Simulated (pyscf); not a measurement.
H₃Ge–I (SMILES [GeH3][I]) + H• (SMILES [H]) → •H₂Ge–I (SMILES [GeH2][I]) + H₂ (SMILES [H][H]), a hydrogen abstraction (doublet surface; Ge–H broken, H–H formed). PySCF, gas phase, ωB97X-D3(BJ)/def2-SVP geometries. Energies in eV from the separated reactants.

Small-basis levels: PySCF, no dispersion term, spherical d functions. Open shells are spin-unrestricted. 

Question: Quick B3LYP/6-31G*+LANL2DZ single points give ΔE‡ = -0.01 eV and ΔE = -1.15 eV. What does ωB97M-D3(BJ)/def2-TZVP give, and how far is the quick result from it?

Answer: ωB97M-D3(BJ)/def2-TZVP gives ΔE‡ = 0.12 eV and ΔE = -0.98 eV. B3LYP/6-31G*+LANL2DZ lies 0.13 eV under it in the barrier and 0.17 eV under it in the reaction energy, so on this step it does not hold to within 0.13 eV. At B3LYP/6-31G*+LANL2DZ this geometry lies under one side, so its ΔE‡ may be no barrier of that level. ωB97M-D3(BJ)/def2-TZVP has limits of its own. One saddle was located; it need not be the lowest between these sides. The angle at the transferred H is 179°. In the def2 sets elements up to Kr have no core potential. In the def2 sets elements past Kr carry core potentials, without spin-orbit coupling.
